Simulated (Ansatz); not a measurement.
The input, for Ansatz 0.2.0:

```yaml
crystal:
  periodic: [false, false, false]
  atoms:
    - {symbol: Ge, position_ang: [0.000000, 0.000000, 0.000000]}
    - {symbol: H, position_ang: [0.884324, 0.887199, 0.886047]}
    - {symbol: H, position_ang: [-0.887886, -0.884021, 0.885661]}
    - {symbol: H, position_ang: [-0.883825, 0.884513, -0.889224]}
    - {symbol: H, position_ang: [0.887387, -0.887691, -0.882484]}
basis:
  gaussian: {orbitals: 6-31G}
magnetization: {spin_polarized: false, initial_magnetization: 2}
hamiltonian: {xc: hf, pseudopotentials: {relativity: none}}
accuracy: high
output: {forces: true, orbitals: {seedname: orbitals}}
```

```sh
$ ansatz run in.yaml --threads 1 --pin off --events-out ev --progress --plain --max-ram 2393MiB
```

**Question.** Roughly how long does this take on 1 thread of AMD EPYC 7R43, shared host, and how much host memory?

**Answer.** 2.9 s wall and 0.1 GiB.

```
673 factors; integrals over basis functions are off by at most 4.0e-9 eV
mean field evaluation 1: about -56515.7673 eV, gradient 1.2e1 eV
mean field evaluation 2: about -56515.8521 eV, gradient 1.2e1 eV
mean field evaluation 4: about -56516.9135 eV, gradient 1.9e0 eV
mean field evaluation 8: about -56517.0740 eV, gradient 9.0e-1 eV
mean field evaluation 16: about -56517.1230 eV, gradient 1.0e-2 eV
mean field evaluation 32: about -56517.1230 eV, gradient 2.3e-7 eV
mean field evaluation 64: about -56517.1230 eV, gradient 6.7e-3 eV
mean field evaluation 96: about -56517.1780 eV, gradient 3.4e0 eV
mean field evaluation 128: about -56516.2485 eV, gradient 5.1e0 eV
mean field evaluation 160: about -56517.8564 eV, gradient 6.9e-1 eV
mean field evaluation 192: about -56516.0591 eV, gradient 5.8e0 eV
mean field evaluation 224: about -56516.6360 eV, gradient 1.0e0 eV
mean field evaluation 256: about -56516.8194 eV, gradient 6.0e-2 eV
mean field evaluation 288: about -56516.2661 eV, gradient 2.3e-1 eV
mean field evaluation 320: about -56517.1230 eV, gradient 2.4e-4 eV
mean field evaluation 352: about -56517.1230 eV, gradient 3.2e-5 eV
mean field -56517.86552978 eV, -2076.9932490343 hartree, gradient 2.4e-8 eV, S^2 2.000000; 6 other end points of the search recorded, 0 dependent functions left out
the calculation of the forces begins
reference -56517.86552978 eV, -2076.9932490343 hartree; 19, 17 occupied and 18, 20 virtual orbitals, 673 factors
WARN: the results are in doubt because the forces break the atoms' symmetry
Total energy: -56517.86552978 eV, -2076.9932490343 hartree
Atom 0 at     0.000000     0.000000     0.000000 Å, force     6.800514     6.770910    -6.783457 eV/Å
Atom 1 at     0.884324     0.887199     0.886047 Å, force    -0.180069    -0.178500     0.385945 eV/Å
Atom 2 at    -0.887886    -0.884021     0.885661 Å, force    -6.054332    -6.027976     6.039152 eV/Å
Atom 3 at    -0.883825     0.884513    -0.889224 Å, force    -0.386402    -0.178814     0.178786 eV/Å
Atom 4 at     0.887387    -0.887691    -0.882484 Å, force    -0.179711    -0.385620     0.179573 eV/Å
Dipole moment:    -0.314291    -0.312923     0.313503 e Å
In doubt: the forces break the atoms' symmetry
```
